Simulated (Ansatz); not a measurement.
## Relaxing Tl₂Re

Method: DFT PBE, scalar-relativistic, plane waves, PAW (Ansatz). Cutoff 420 eV, Γ-centred k mesh, Gaussian smearing, no spin polarisation in the final step.

Tl₂Re was placed on the sites of a reported Li2Pt cell (P6/mmm, No. 191), with Re in place of Pt, Tl in place of Li, at a guessed volume.

```yaml
crystal:
  lattice:
    - [5.10733, 0.00000, 0.00000]
    - [-2.55367, 4.42308, 0.00000]
    - [0.00000, 0.00000, 3.24668]
  atoms:
    - { symbol: Tl, position: [0.33333, 0.66667, 0.50000] }
    - { symbol: Tl, position: [0.66667, 0.33333, 0.50000] }
    - { symbol: Re, position: [0.00000, 0.00000, 0.00000] }
```

Cell and atoms relax at zero pressure; the relaxation can't lower the symmetry of the start. After a coarse first stage the cell is made exact in the group found at 0.06 Å.

Formation energies are uncorrected and refer to the elements' standard structures at the same level.

Problem. Which crystal results?

Solution. It keeps P6/mmm (No. 191). Conventional cell: a = 5.168 Å, c = 2.834 Å. Tl has 5 Tl at 2.83–2.98 Å and 6 Re at 3.30 Å; Re is coordinated by 2 Re at 2.83 Å and 12 Tl at 3.30 Å.

```xyz
3
Lattice="5.1682 0.0000 0.0000 -2.5841 4.4758 0.0000 0.0000 0.0000 2.8339" Properties=species:S:1:pos:R:3 pbc="T T T"
Tl    0.0000    2.9839    1.4170
Tl    2.5841    1.4919    1.4170
Re    0.0000    0.0000    0.0000
```

Problem. What are its volume, energy, density and gap?

Solution. The volume per atom is 21.85 Å³. The density is 15.07 g/cm³. The energy over the elements is 1.36 eV/atom and the gap on the 12×12×16 mesh is 0 eV (a metal).

The final run used a 12×12×16 mesh on its 3-atom cell and 0.10 eV smearing. For metals, differences of a few meV/atom aren't resolved. Spin–orbit coupling is left out. Symmetry constrained the relaxation, so the result can be a saddle point.

Cost: 3 runs of about 1.2 core-minutes in all, on Arm Neoverse V2 (shared hosts).